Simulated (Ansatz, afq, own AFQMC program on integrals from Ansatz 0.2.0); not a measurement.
**BSiH$_{2}$, doublet: AFQMC among the cluster methods**

```xyz
4

Si   -0.0850    0.0000    0.4943
B     0.0885    0.0000   -1.4519
H     0.7098   -1.2068    0.8997
H     0.7098    1.2068    0.8997
```

Connectivity, by distances: SiH2–B.

Basis cc-pVDZ. Only valence electrons are correlated. Ansatz 0.2.0 and our own AFQMC program on the same integrals; the CISD trial comes from CCSD amplitudes, and released means the phaseless constraint is let go. ± is one standard error of the sampling.

Determinant: ROHF, the one that the program's search chose, which needn't be the lowest solution. The geometry is a point of a scan.

No full CI on the walks' own integrals is used here; CCSDT(Q) serves as the reference and is uncertain by about the last step of the cluster series.

Cautions: higher spins were not checked; a spin-contaminated unrestricted determinant lies lower (UHF 495 meV lower, ⟨S²⟩ 1.44); strong correlation (T1 0.045, weight of the determinant 0.82, largest double 0.16); the ph-AFQMC/CISD walk drifts between its halves (2.2 errors).

The T1 diagnostic is 0.0445. The weight of the determinant in the CISD state is 0.824 and the size of the correlated space is 9 electrons in 36 orbitals.

Reference: CCSDT(Q), correlation energy -5.690 eV. The released energy is read at 2.40 1/Eh (meV from the phaseless value at times in 1/Eh: -13 ± 17 at 0.24, -19 ± 15 at 0.51, -22 ± 15 at 0.99, -24 ± 15 at 1.62, -38 ± 20 at 2.40).

```json
{"level": "HF", "E − E(reference) (kJ/mol)": "549.0", "share of correlation (%)": "0.00"}
{"level": "MP2", "E − E(reference) (kJ/mol)": "136.7", "share of correlation (%)": "75.11"}
{"level": "CCSD", "E − E(reference) (kJ/mol)": "31.2", "share of correlation (%)": "94.32"}
{"level": "CCSD(T)", "E − E(reference) (kJ/mol)": "6.5", "share of correlation (%)": "98.82"}
{"level": "CCSDT", "E − E(reference) (kJ/mol)": "1.6", "share of correlation (%)": "99.70"}
{"level": "ph-AFQMC/HF", "E − E(reference) (kJ/mol)": "10.0 ± 6.5", "share of correlation (%)": "98.17"}
{"level": "ph-AFQMC/CISD", "E − E(reference) (kJ/mol)": "4.3 ± 1.8", "share of correlation (%)": "99.21"}
{"level": "released AFQMC", "E − E(reference) (kJ/mol)": "0.6 ± 1.9", "share of correlation (%)": "99.88"}
```

A walk keeps the symmetry of its determinant, which the program's search chose and which needn't be the lowest solution, so a lower state of the same spin and another symmetry isn't excluded. Released energies are given only where the last usable release times agree within the noise; a slower fall can still hide under it.
